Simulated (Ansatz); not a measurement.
Density of states of W (Pm-3n, a = 5.053 Å, b = 5.053 Å, c = 5.053 Å, α = 90.00°, β = 90.00°, γ = 90.00°), in states per eV and primitive cell, averaged over bins of 0.5 eV. Level of theory: DFT r2SCAN, scalar-relativistic, plane waves, PAW in Ansatz 0.2.0.

Cutoff 500 eV; k points 8×8×8 on the computed 8-atom cell (Γ-centred); Gaussian smearing, width 0.10 eV; no spin polarisation.

The cell is relaxed at this level. The states (both spins) are summed by tetrahedra on a 12×12×12 mesh at the self-consistent density. Energies are bin centres; the table starts no lower than −8 eV and ends at 6 eV, or lower where the solved bands end.

It is a metal at this level.

```
E − E_F (eV) total W 5d W 6s W 5p W 5s
       -7.80   0.81   0.06  0.70  0.02  0.03
       -7.30   1.04   0.13  0.85  0.03  0.03
       -6.80   1.46   0.32  1.06  0.04  0.03
       -6.30   2.62   1.12  1.39  0.06  0.04
       -5.80   6.80   4.57  2.04  0.09  0.08
       -5.30   6.58   5.22  1.22  0.08  0.04
       -4.80   5.82   4.90  0.79  0.08  0.02
       -4.30   3.83   3.44  0.29  0.06  0.01
       -3.80   6.90   6.56  0.21  0.07  0.01
       -3.30  10.97  10.49  0.25  0.12  0.00
       -2.80  11.65  10.81  0.51  0.14  0.00
       -2.30   9.27   7.81  0.97  0.13  0.00
       -1.80   9.52   8.15  0.62  0.14  0.00
       -1.30   8.14   7.22  0.40  0.08  0.00
       -0.80   6.28   5.48  0.46  0.06  0.01
       -0.30   2.58   2.19  0.23  0.03  0.00
        0.20   3.26   2.98  0.12  0.02  0.00
        0.70   6.44   5.92  0.26  0.03  0.00
        1.20   5.64   5.26  0.18  0.02  0.00
        1.70   6.95   6.73  0.10  0.01  0.00
        2.20   7.16   6.91  0.13  0.01  0.00
        2.70   8.43   7.96  0.26  0.01  0.01
        3.20   6.62   6.09  0.27  0.01  0.01
        3.70   7.06   6.59  0.24  0.01  0.01
```

The columns after the total are the Löwdin projections on the occupied valence shells of the potentials. The rest of the total lies in shells that are empty in the free atom, which aren't projected, and between the atoms.

Spin-orbit coupling is left out, which matters for the bands of heavy elements.

This form isn't the element's structure at ambient conditions.

Cost: 1 run of about 2 core-minutes, on Intel Xeon 6975P-C (Granite Rapids) (shared hosts).